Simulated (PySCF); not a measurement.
Geometries of 2 isomers of C5H5F, from PySCF, PBE0-D3(BJ)/def2-SVP geometry optimisation, gas phase. One conformer each, no zero-point energy, no frequencies.

Problem. Which isomer lies lower at this level?
A.
```xyz
11
angstrom
F     -1.820    1.514    0.075
C     -0.605    0.998   -0.024
C      0.511    1.609   -0.463
C      1.594    0.625   -0.387
C      1.129   -0.550    0.091
C     -0.337   -0.414    0.372
H      0.592    2.638   -0.810
H      2.625    0.831   -0.679
H      1.701   -1.462    0.257
H     -0.955   -1.121   -0.211
H     -0.585   -0.588    1.434
```
B.
```xyz
11
angstrom
C      2.139   -0.085    1.499
C      1.212    0.185    0.769
C      0.100    0.494   -0.094
F      0.250    1.667   -0.771
C     -0.634   -0.589   -0.825
C     -1.302    0.146    0.302
H      2.963   -0.317    2.148
H     -0.935   -0.334   -1.844
H     -0.310   -1.621   -0.672
H     -1.455   -0.364    1.256
H     -2.054    0.895    0.042
```

Solution. A. That is `C1C=CCC=1F`, 46.7 kcal/mol below the other.

| SMILES | atoms numbered as above | E (Eh) | relative (kcal/mol) | relative (kJ/mol) | dipole (D) |
| --- | --- | --- | --- | --- | --- |
| FC1=CC=CC1 | [F:1][C:2]1=[CH:3][CH:4]=[CH:5][CH2:6]1 | -292.80405 | 0.0 | 0.0 | 1.09 |
| C#CC1(F)CC1 | [CH:1]#[C:2][C:3]1([F:4])[CH2:5][CH2:6]1 | -292.72956 | 46.7 | 195.6 | 1.75 |

As drawn, the lower has a C=C bond outside aromatic rings, which the higher lacks; the higher has a three-membered ring and a C≡C bond, which the lower lacks.
